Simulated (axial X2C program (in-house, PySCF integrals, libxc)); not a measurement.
# Outer orbitals of HCl at 1.282 Å, HF

Calculated with an in-house all-electron X2C program for linear molecules (integrals from PySCF). Spin-free means the one-electron spin-free X2C Hamiltonian; two-component (2c) means X2C with spin–orbit coupling and atomic mean-field two-electron Coulomb and Gaunt terms, so the difference of the two also holds small scalar two-electron terms. Basis: Cl dyall-av3z [9s8p3d2f], H dyall-v3z [6s2p1d] (cores contracted in-house); Gaussian nuclei, density fitting, unrestricted open shells. Masses: Cl 34.969 u, H 1.008 u.

The distance is close to the 2c PBE0 minimum; the highest filled and lowest empty levels are listed.

Spin-free orbitals, state M_S = 0, Λ = 0 (closed shell) (Löwdin shares):

```tsv
symmetry	occupied	ε (eV)	atomic character
σα	yes	-30.53	72% Cl s, 19% H s, 8% H p
σα	yes	-16.97	65% Cl p, 24% H s, 8% Cl s
π+α	yes	-12.96	94% Cl p, 5% H p
π-α	yes	-12.96	94% Cl p, 5% H p
σα	no	2.17	34% Cl p, 32% Cl s, 27% H s
σα	no	2.47	66% Cl p, 17% Cl s, 12% H s
π-α	no	2.75	100% Cl p
π+α	no	2.75	100% Cl p
```

One partner of each degenerate Kramers or spin pair is listed.

Spinors with spin–orbit coupling (state Ω = 0):

| ω | occupied | ε (eV) | atomic character | λ mixture |
| --- | --- | --- | --- | --- |
| 1/2 | yes | -30.53 | 72% Cl s, 19% H s, 8% H p | 100% σ |
| 1/2 | yes | -16.97 | 65% Cl p, 24% H s, 8% Cl s | 100% σ |
| 1/2 | yes | -13.01 | 94% Cl p, 5% H p | 100% π |
| 3/2 | yes | -12.92 | 94% Cl p, 5% H p | 100% π |
| 1/2 | no | 2.17 | 34% Cl p, 32% Cl s, 26% H s | 100% σ |
| 1/2 | no | 2.47 | 66% Cl p, 17% Cl s, 12% H s | 100% σ |
| 1/2 | no | 2.74 | 100% Cl p | 100% π |
| 3/2 | no | 2.75 | 100% Cl p | 100% π |

One partner of each degenerate Kramers or spin pair is listed.

(1) How does the gap between the highest filled and lowest empty level change from the spin-free to the 2c table?

Mulliken charges and populations of the two-component result (they depend on the basis, above all on diffuse functions):

Cl -0.13 e (s 5.89 p 11.20 d 0.04), H 0.13 e (s 0.78 p 0.08 d 0.01).

The state is a single determinant with fixed occupations, the lowest that a limited PBE0 search found.

Answers

(1) From 15.13 to 15.09 eV at HF, a change of -0.04 eV.
